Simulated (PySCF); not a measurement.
# Frontier orbitals and the lowest excitations

C4H9P.
Geometry (GFN2-xTB, Å), atoms numbered from 1 in this order:
```xyz
14
C4H9P angstrom
C      2.433    0.595    0.076
C      1.183   -0.137    0.430
C      0.195   -0.394   -0.416
P     -1.293   -1.357   -0.027
C     -2.548   -0.017   -0.311
H      2.544    1.477    0.706
H      2.426    0.904   -0.966
H      3.300   -0.043    0.247
H      1.113   -0.468    1.460
H      0.269   -0.087   -1.454
H     -1.212   -1.185    1.362
H     -3.512   -0.352    0.068
H     -2.258    0.908    0.184
H     -2.640    0.158   -1.382
```

The calculation used TDDFT B3LYP/def2-SVPD, vertical, gas phase, core orbitals frozen in the response in PySCF.

Kohn–Sham orbitals with the atoms that hold most of them (Löwdin shares over 4%, at most four atoms; ? is withheld):

```json
{"orbital": "HOMO-3", "ε (eV)": "-9.51", "atoms": "P4 31%, C5 30%, H11 17%, H14 8%"}
{"orbital": "HOMO-2", "ε (eV)": "-9.15", "atoms": "C3 26%, P4 21%, C2 12%, C1 9%"}
{"orbital": "HOMO-1", "ε (eV)": "-7.76", "atoms": "?"}
{"orbital": "HOMO", "ε (eV)": "-6.21", "atoms": "P4 45%, C3 16%, C2 16%, C5 9%"}
{"orbital": "LUMO", "ε (eV)": "?", "atoms": "?"}
{"orbital": "LUMO+1", "ε (eV)": "0.43", "atoms": "P4 26%, C5 24%, H11 13%, H13 8%"}
{"orbital": "LUMO+2", "ε (eV)": "0.70", "atoms": "C1 28%, C2 13%, H6 10%, C3 9%"}
```

Problem. Give the leading atoms of the LUMO.

Solution. C2 (bonded to 2 C and H) 30%; C3 (bonded to C, P and H) 27%; P4 (bonded to 2 C and H) 13%; C5 (bonded to P and 3 H) 6%. By element: carbon 63% or more, phosphorus 13%.

Problem. Which atoms hold the HOMO-1, and with what shares?

Solution. C3 (bonded to C, P and H) 31%; P4 (bonded to 2 C and H) 21%; C2 (bonded to 2 C and H) 20%; C5 (bonded to P and 3 H) 7%. By element: carbon 58% or more, phosphorus 21%.

Problem. What is the LUMO energy, and the HOMO–LUMO gap?

Solution. ε(LUMO) = -0.18 eV; the gap is 6.02 eV (0.2214 hartree).

Problem. The HOMO–LUMO gap is 6.02 eV. Where does the response calculation put the lowest singlet, and from which orbitals?

Solution. S1 is at 5.44 eV (f = 0.220), 0.59 eV below the gap, made of HOMO→LUMO (93%). 

Problem. Give energy, strength and leading configuration of S1, S2 and S8, and follow the Löwdin shares of the leading atoms from the occupied to the empty orbital.

Solution. 
- S1 (5.44 eV, f 0.220), HOMO→LUMO (93%): P4 45% → 13%, C3 16% → 27%, C2 16% → 30%
- S2 (5.81 eV, f 0.036), HOMO→LUMO+1 (98%): P4 45% → 26%, C3 16% → at most 9%, C5 9% → 24%
- S8 (7.31 eV, f 0.023), HOMO-1→LUMO+1 (86%): C3 31% → at most 9%, P4 21% → 26%, C5 7% → 24%

Löwdin shares depend on the basis, the more so with diffuse functions.

One conformer stands for the species.
